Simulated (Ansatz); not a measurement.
Geometry optimisation, Ansatz 0.2.0, RKS B3LYP-D4/cc-pVDZ.

input.yaml

```yaml
crystal:
  periodic: [false, false, false]
  atoms:
    - { symbol: "N", position_ang: [-0.65213, -1.04178, 0.13387] }
    - { symbol: Si, position_ang: [0.34316, 0.2128, 0.0785] }
    - { symbol: F, position_ang: [0.23867, 1.66602, -0.61643] }
    - { symbol: H, position_ang: [-1.5626, -1.09888, -0.29657] }
    - { symbol: H, position_ang: [1.63289, 0.26185, 0.70063] }
basis:
  gaussian: { orbitals: cc-pVDZ }
hamiltonian:
  xc: b3lyp
  dispersion: d4
relax:
  f_tol: 0.02
  max_steps: 50
output:
  orbitals: {}
```

Command:

```bash
$ ansatz run input.yaml --threads 1 --pin off --max-ram 2048MiB --backend cpu --events-out ev --progress --plain --runs-dir out
```

Where does it end, and by what steps?

The run converged. After 6 steps the energy has fallen by 0.060 eV; F3 moved furthest, 0.08 Å.

| step | energy less start (eV) | largest force component (eV/Å) | accepted |
| --- | --- | --- | --- |
| 0 | 0.0000 | 0.974 | yes |
| 1 | -0.0472 | 0.479 | yes |
| 2 | -0.0587 | 0.127 | yes |
| 3 | -0.0591 | 0.093 | yes |
| 4 | -0.0596 | 0.058 | yes |
| 5 | -0.0601 | 0.047 | yes |
| 6 | -0.0602 | 0.003 | yes |

```xyz
5
Properties=species:S:1:pos:R:3
N -0.630 -1.049 0.148
Si 0.341 0.218 0.074
F 0.176 1.682 -0.655
H -1.545 -1.059 -0.306
H 1.658 0.208 0.738
```

Whether the end is a true minimum wasn't checked by a vibrational analysis.

Run time: 9.1 s on 1 thread of Arm Neoverse V2, on a shared host, peak memory 0.12 GiB.
